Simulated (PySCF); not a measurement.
C₂⁻: from constants to spectrum

UHF-CCSD(T) constants of C₂⁻, doublet, unpaired electrons σ ↑ (PySCF, no relativity, basis sets C def2-TZVPPD; masses 12.0000 and 12.0000 u):

```
ωe   : 1781.3 cm⁻¹
ωexe : 11.6 cm⁻¹
Be   : 1.7306 cm⁻¹
αe   : 0.0163 cm⁻¹
```

What force constant and bond length do these constants imply?

Reduced mass μred = 6.0000 u; k = 5.8918×10⁻⁷·μred·ωe² (u, cm⁻¹, mdyn/Å) = 11.2 mdyn/Å; Re = √(16.8576/(μred·Be)) (u, cm⁻¹, Å) = 1.274 Å.

Estimate the centrifugal constant D from the Kratzer relation and find the Dunham coefficient a1.

D = 4Be³/ωe² = 6.53e-06 cm⁻¹; a1 = −1 − αeωe/(6Be²) = -2.62.

Correlated steps freeze 2 core orbitals. The state was picked by a PBE0 search and need not be the measured ground state.
